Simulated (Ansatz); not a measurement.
A made-up structure of CH5SSi (charge -1), singlet:

| atom | x (Å) | y (Å) | z (Å) |
| --- | --- | --- | --- |
| C1 | -0.5194 | 0.5680 | -0.3288 |
| Si2 | 1.0442 | -0.0794 | -0.4449 |
| S3 | 0.1201 | -1.2273 | 0.9977 |
| H4 | -0.1524 | 1.3013 | -0.7242 |
| H5 | -0.9932 | 0.7657 | 0.7373 |
| H6 | -1.3365 | 0.0385 | -1.0009 |
| H7 | 1.8187 | 0.7609 | 0.7533 |
| H8 | 0.0185 | -2.1276 | 0.0106 |

It is relaxed with PBE-D4/def2-SVPD and then PBE0-D4/def2-TZVPD (Ansatz 0.2.0). Atoms count as bonded within 1.22 times the sum of their covalent radii (H–H: 0.88 Å). The end point is not checked to be a true minimum.

Q: Does its bonding change? (Judge from chemistry; the calculation decides.)

A: By the calculation: No: no bond forms or breaks.

Where it ends: The first stage lowers the energy by 4.63 eV in 10 steps. It ends as CH₅SSi ([CH3][SiH][SH]), total charge -1:
C1  (-0.598, 0.876, -0.434)
Si2  (1.016, -0.214, -0.359)
S3  (0.324, -1.771, 1.157)
H4  (-0.352, 1.839, -0.902)
H5  (-1.046, 1.074, 0.546)
H6  (-1.355, 0.392, -1.061)
H7  (1.710, 0.622, 0.732)
H8  (0.302, -2.819, 0.321)
(Å)

Labels in which every atom is bracketed show which atoms are joined, not bond orders.

For scale, one of the runs: PBE0-D4/def2-TZVPD relaxation, 171 basis functions, launched by `ansatz run in.yaml --threads 2 --pin off --events-out ev --progress --plain --max-ram 4352MiB`. Hardware: 2 CPU threads of an Arm Neoverse V1, shared host. Wall time about 22 s.
